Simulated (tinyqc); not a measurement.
Worked calculation: MP2 on RHF in the sto-3g basis, frozen core, for H2O, spin multiplicity 1. One step of it, computed by the program tinyqc.

Question. Iteration 8 (converged): orbitals. Diagonalise F' = X^T F X, C = X C', fill 5 alpha and 5 beta electrons from the bottom; D = 2 C_occ C_occ^T. Each column has its largest component positive (the first on a tie).

converged F (hartree), lower triangle:
```
,1O 1s,1O 2s,1O 2px,1O 2py,1O 2pz,2H 1s,3H 1s
1O 1s,-20.237548
1O 2s,-5.162103,-2.421571
1O 2px,0.000000,0.000000,-0.384914
1O 2py,0.000000,0.000000,0.000000,-0.271698
1O 2pz,-0.027221,-0.093688,0.000000,0.000000,-0.306514
2H 1s,-1.005103,-0.902102,0.000000,-0.384460,-0.331700,-0.485466
3H 1s,-1.005103,-0.902102,0.000000,0.384460,-0.331700,-0.298135,-0.485466
```

X, lower triangle:
```
,1O 1s,1O 2s,1O 2px,1O 2py,1O 2pz,2H 1s,3H 1s
1O 1s,1.023923
1O 2s,-0.139938,1.196854
1O 2px,0.000000,0.000000,1.000000
1O 2py,0.000000,0.000000,0.000000,1.095337
1O 2pz,-0.008445,0.086012,0.000000,0.000000,1.042293
2H 1s,0.020648,-0.256603,0.000000,-0.204921,-0.126620,1.163556
3H 1s,0.020648,-0.256603,0.000000,0.204921,-0.126620,-0.069722,1.163556
```

Give: F' = X^T F X; orbital energies; coefficients C; D after iteration 8.

Answer.

F' = X^T F X (hartree), lower triangle:
```
,1,2,3,4,5,6,7
1,-19.8603
2,-2.6917,-1.2669
3,0.0000,0.0000,-0.3849
4,0.0000,0.0000,0.0000,0.0035
5,-0.0543,0.1070,0.0000,0.0000,-0.1762
6,-0.1341,-0.4598,0.0000,-0.4433,-0.3067,0.0003
7,-0.1341,-0.4598,0.0000,0.4433,-0.3067,-0.0806,0.0003
```

orbital energies (hartree): MO1 -20.2461, MO2 -1.2306, MO3 -0.5859, MO4 -0.4352, MO5 -0.3849, MO6 0.5283, MO7 0.6703

coefficients C:
```
,MO1,MO2,MO3,MO4,MO5,MO6,MO7
1O 1s,0.9943,-0.2361,0.0000,0.0967,0.0000,-0.1234,0.0000
1O 2s,0.0252,0.8611,0.0000,-0.5003,0.0000,0.7738,0.0000
1O 2px,0.0000,0.0000,0.0000,0.0000,1.0000,0.0000,0.0000
1O 2py,0.0000,0.0000,0.5995,0.0000,0.0000,0.0000,0.9614
1O 2pz,0.0036,0.1025,0.0000,0.7728,0.0000,0.7199,0.0000
2H 1s,-0.0052,0.1529,0.4480,0.3018,0.0000,-0.7524,-0.7757
3H 1s,-0.0052,0.1529,-0.4480,0.3018,0.0000,-0.7524,0.7757
```

D after iteration 8, lower triangle:
```
,1O 1s,1O 2s,1O 2px,1O 2py,1O 2pz,2H 1s,3H 1s
1O 1s,2.1074
1O 2s,-0.4532,1.9848
1O 2px,0.0000,0.0000,2.0000
1O 2py,0.0000,0.0000,0.0000,0.7189
1O 2pz,0.1082,-0.5965,0.0000,0.0000,1.2154
2H 1s,-0.0242,-0.0388,0.0000,0.5372,0.4978,0.6305
3H 1s,-0.0242,-0.0388,0.0000,-0.5372,0.4978,-0.1725,0.6305
```
